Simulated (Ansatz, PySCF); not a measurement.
Species: sum formula HOCl (charge 0, singlet). 
Geometry from a B3LYP-D3(BJ)/def2-TZVP (Ansatz, an electronic-structure program) optimisation:
```
O
H 1 0.9686
Cl 1 1.7015 2 103.27
```

Total electronic energies in hartree. Cores are frozen in the correlated levels unless marked. No spin-orbit coupling. No relativistic terms. Basis-set limits of correlation are two-point, X^-3; Hartree-Fock from the larger set.

```csv
level,program,energy (Eh)
HF/cc-pV(D+d)Z,Ansatz,-534.87542
HF-D3(BJ)/def2-TZVPD,PySCF + dftd3,-534.92599
RI-HF/aug-cc-pV(T+d)Z,Ansatz,-534.92312
BLYP-D4/def2-TZVPD,Ansatz + dftd4,-536.00430
revPBE-D4/def2-TZVPD,Ansatz + dftd4,-535.91012
TPSS/def2-TZVPD,PySCF,-536.03918
B3LYP-D4/def2-TZVPD,Ansatz + dftd4,-536.02636
TPSSh/def2-TZVPD,PySCF,-536.02210
B2PLYP/def2-TZVPD,Ansatz,-535.82921
MP2/6-31G*,Ansatz,-535.15663
MP2/def2-SVP,Ansatz,-534.98213
SCS-MP2/cc-pV(T+d)Z,Ansatz,-535.35308
CCSD/6-31G,Ansatz,-534.97161
"CCSD(T)/CBS(aug-cc-pV(T+d)Z,aug-cc-pV(Q+d)Z)",Ansatz,-535.4750
"CCSD(T)/CBS(def2-TZVPPD,def2-QZVPPD)",Ansatz,-535.4756
```

Totals of different functionals don't rank their quality; only differences between species are comparable.
